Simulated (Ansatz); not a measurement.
**C₃H₅Cl: one species, many methods**

One table from this session's results is given with a row withheld; the runs are named, their logs left out.

The runs use Ansatz 0.2.0, Gaussian basis; functionals in def2-TZVPP, the program's frozen cores in correlated methods.

Levels to be run: LDA (SPW92), PBE-D4, revPBE-D4, BLYP-D4, r2SCAN-D4, B97M-V, PBE0-D4, B3LYP-D4, r2SCANh-D4, r2SCAN0-D4, HSE06-D4, BHLYP-D4, CAM-B3LYP-D4, LC-ωPBE, ωB97X-V, ωB97M-V, B2PLYP, PBE-QIDH; CCSD(T)/def2-SVP; CCSD(T)/def2-TZVPP; MP2/def2-QZVPP; extrapolation to the limit; RPA on PBE.

**Structure used throughout**

All runs share one geometry, relaxed beforehand with PBE0-D4 in a triple-zeta def2 set.

SMILES `C/C=C/Cl`, 9 atoms, charge 0, spin multiplicity 1.

Atoms are counted from 1 here; the program's logs count them from 0.

Bond lengths: C1–C2 1.489 Å, C1–H5 1.094 Å, C1–H6 1.091 Å, C1–H7 1.094 Å, C2–C3 1.323 Å, C2–H8 1.086 Å, C3–Cl4 1.723 Å, C3–H9 1.083 Å. Angles: C2–C1–H5 110.9°, C2–C1–H6 111.7°, C2–C1–H7 110.9°, H5–C1–H6 108.2°, H5–C1–H7 106.8°, H6–C1–H7 108.2°, C1–C2–C3 123.3°, C1–C2–H8 117.8°, C3–C2–H8 118.8°, C2–C3–Cl4 123.4°, C2–C3–H9 123.5°, Cl4–C3–H9 113.2°.

Set-up of the first run:

Input file in.yaml:

```yaml
crystal:
  periodic: [false, false, false]
  atoms:
    - {symbol: C, position_ang: [0.174307, 1.081582, -0.482044]}
    - {symbol: C, position_ang: [0.079588, -0.394830, -0.311091]}
    - {symbol: C, position_ang: [-0.271648, -0.974000, 0.824984]}
    - {symbol: Cl, position_ang: [-0.382490, -2.682047, 1.023468]}
    - {symbol: H, position_ang: [-0.499607, 1.426657, -1.272036]}
    - {symbol: H, position_ang: [-0.079542, 1.610792, 0.438044]}
    - {symbol: H, position_ang: [1.185942, 1.375677, -0.777716]}
    - {symbol: H, position_ang: [0.312200, -1.020372, -1.168275]}
    - {symbol: H, position_ang: [-0.518751, -0.423449, 1.724656]}
basis:
  gaussian: {orbitals: def2-TZVPP}
hamiltonian: {xc: lda}
output: {orbitals: {seedname: orbitals}}
```

On the command line:

```console
$ ansatz run in.yaml --threads 4 --pin off --events-out ev --progress --plain --max-ram 10444MiB
```

Among the steps run: LDA; PBE-D4 (GGA); revPBE-D4 (GGA); BLYP-D4 (GGA); r2SCAN-D4 (meta-GGA); B97M-V (meta-GGA); B3LYP-D4 (hybrid); r2SCANh-D4 (hybrid); r2SCAN0-D4 (hybrid); HSE06-D4 (hybrid); BHLYP-D4 (hybrid); CAM-B3LYP-D4 (range-separated); LC-ωPBE (range-separated); ωB97X-V (range-separated); ωB97M-V (range-separated); B2PLYP (double hybrid); PBE-QIDH (double hybrid).

One of the session's tables, all rows but one given; the rest of the session is left out.

It belongs to the step «Frontier levels by functional». 

| functional | HOMO (eV) | gap (eV) |
| --- | --- | --- |
| LDA (SPW92) | -6.11 | 4.93 |
| PBE-D4 | -5.96 | 5.01 |
| revPBE-D4 | -5.90 | 5.04 |
| BLYP-D4 | -5.80 | 4.99 |
| r2SCAN-D4 | -6.17 | 5.43 |
| B97M-V | -6.21 | 5.56 |
| PBE0-D4 | -7.11 | 7.17 |
| B3LYP-D4 | -6.89 | 6.71 |
| r2SCANh-D4 | -6.60 | 6.23 |
| r2SCAN0-D4 | -7.25 | 7.43 |
| HSE06-D4 | -6.71 | 6.39 |
| BHLYP-D4 | -8.12 | 9.30 |
| CAM-B3LYP-D4 | -8.42 | 9.63 |
| LC-ωPBE | ? | ? |
| ωB97X-V | -9.41 | 11.71 |
| ωB97M-V | -9.29 | 11.48 |

Q: Estimate the row for LC-ωPBE from the others.

The run gave: HOMO (eV): -9.80; gap (eV): 12.17. In the column «HOMO (eV)» it is the lowest.
